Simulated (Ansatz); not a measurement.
Isomers of Li₃H₃⁺ (doublet), relaxed with PBE0-D4/def2-TZVP; total energies from Ansatz at CCSD(T)/def2-TZVPP.

```json
{"isomer": "A", "description": "point group C2v; 4 × H–Li 1.65 to 1.72 Å", "energy (Eh)": "-24.05292"}
{"isomer": "B", "description": "point group Cs; 2 × H–Li 1.61 to 1.67 Å", "energy (Eh)": "-24.08861"}
{"isomer": "C", "description": "point group Cs; 3 × H–Li 1.76 to 1.81 Å", "energy (Eh)": "-24.06599"}
```

Correlated methods freeze no core orbitals; core or outer-core shells of Li are correlated, in sets that lack core-valence functions.

The isomers come from a short search, and lower ones may exist.

Question: Work out the relative energies (1 Eh = 2625.5 kJ/mol) and the Boltzmann populations at 800 K from electronic energies alone (R = 8.314 J/mol/K).

Answer: ΔE: A 93.7, B 0.0, C 59.4 kJ/mol. RT = 6.65 kJ/mol. Factors exp(−ΔE/RT): A 7.6e-07, B 1, C 0.000132; sum 1.000. Populations: A 0.0 %, B 100.0 %, C 0.0 %. Zero-point energy, vibrational entropy and symmetry numbers are left out and can shift these; an error of 4 kJ/mol changes a ratio by a factor of 1.8. Over the other density-functional and correlated levels in def2 sets, the gap between B and C ranges from 43 to 62 kJ/mol.
